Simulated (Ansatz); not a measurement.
# Mg₂− (quartet): relaxing a cheap start

Where does this start of Mg₂− (quartet) end when it is relaxed?

Method: UKS PBE0/def2-TZVPD; program: Ansatz 0.2.0, Gaussian basis.

### 1 The system as given

2 atoms, charge -1, spin multiplicity 4.

Atoms are counted from 1 here; the program's logs count them from 0.

Bond lengths: Mg1–Mg2 2.511 Å.

As a file:

```tsv
atom	x (Å)	y (Å)	z (Å)
Mg1	0.00000	0.00000	0.00000
Mg2	0.00000	0.00000	2.51100
```

The start is set by covalent radii. Sticks and bond lists go by distance. 

### 2 Relaxation

Contents of in.yaml:

```yaml
crystal:
  periodic: [false, false, false]
  atoms:
    - {symbol: Mg, position_ang: [0.000000, 0.000000, 0.000000]}
    - {symbol: Mg, position_ang: [0.000000, 0.000000, 2.511000]}
basis:
  gaussian: {orbitals: def2-TZVPD}
total_charge: -1
magnetization: {spin_polarized: true, initial_magnetization: 3}
hamiltonian: {xc: pbe0}
relax: {f_tol: 0.004, max_steps: 80}
```

Command:

```sh
$ ansatz run in.yaml --threads 1 --pin off --events-out ev --progress --plain --max-ram 2176MiB
```

**Question.** What will these runs give? Wanted: energy gained; shift from the start; total energy; ⟨S²⟩.

As calculated:

```
                  quantity           value
                     steps               4
             energy gained        0.080 eV
shift from the start (rms)         0.098 Å
              total energy  -10881.7362 eV
                      ⟨S²⟩           3.779
```

**Reading.** The bonds of the start are those of the end. Mg1–Mg2 went from 2.511 to 2.707 Å. No vibrations were run, so this is a stationary point, not a proven minimum, and this spin need not be the ground state's.
